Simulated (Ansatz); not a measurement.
**Relative stability**

Two relaxed structures of C$_{2}$H$_{3}$Si (charge +1), singlet (PBE0-D4/def2-TZVP; forces vanish, vibrations not checked).

A:

```
6
angstrom
C -0.6737 -0.5022 -0.4930
Si -0.5936 -0.6505 1.2340
C 0.3258 0.2549 0.0740
H -1.0331 -0.6746 -1.5008
H 1.0865 0.9310 -0.2985
H -0.9815 -1.1375 2.5683
```

B:

C1  (-1.245, -0.892, -0.695)
Si2  (0.944, 0.682, 0.509)
C3  (-0.346, -0.246, -0.201)
H4  (-2.041, -1.463, -1.133)
H5  (1.914, 1.359, -0.364)
H6  (1.048, 0.776, 1.972)
(Å)

Computed with Ansatz 0.2.0 (basis: def2-TZVPP); correlated methods freeze the cores. B3LYP uses VWN-RPA correlation.

Q: Which structure is lower at CCSD(T), and by how much? (Judge from chemistry; the value comes from the calculation.)

A: The calculation gives: A, by 0.11 kcal/mol (electronic energy, against the other); a gap this small isn't resolved in one triple-zeta basis. By their contacts, A is C₂H₃Si ([CH]1[CH][SiH]1), total charge +1 and B is C₂H₃Si ([CH][C][SiH2]), total charge +1.

Q: Do the other methods give the same order? (A judgement: the text doesn't fix the answer.)

A: By the calculation: Not all: B3LYP-D4, HF, MP2 give the other order.

```json
{"method": "PBE-D4", "E(B) − E(A) (kcal/mol)": "4.54"}
{"method": "r2SCAN-D4", "E(B) − E(A) (kcal/mol)": "4.12"}
{"method": "PBE0-D4", "E(B) − E(A) (kcal/mol)": "6.39"}
{"method": "B3LYP-D4", "E(B) − E(A) (kcal/mol)": "-0.46"}
{"method": "wB97M-V", "E(B) − E(A) (kcal/mol)": "3.73"}
{"method": "HF", "E(B) − E(A) (kcal/mol)": "-1.77"}
{"method": "MP2", "E(B) − E(A) (kcal/mol)": "-0.63"}
{"method": "CCSD", "E(B) − E(A) (kcal/mol)": "0.13"}
{"method": "CCSD(T)", "E(B) − E(A) (kcal/mol)": "0.11"}
```

No T1 diagnostic of these runs exceeds 0.015.

Labels in which every atom is bracketed show which atoms are joined, not bond orders.

For scale, one of the runs: CCSD(T)/def2-TZVPP, 146 basis functions, launched by `ansatz run in.yaml --threads 2 --pin off --events-out ev --progress --plain --max-ram 4352MiB`. The run took 11 s on 2 CPU threads of an Arm Neoverse V2 (shared host), with 0.83 GiB of host memory at its peak.
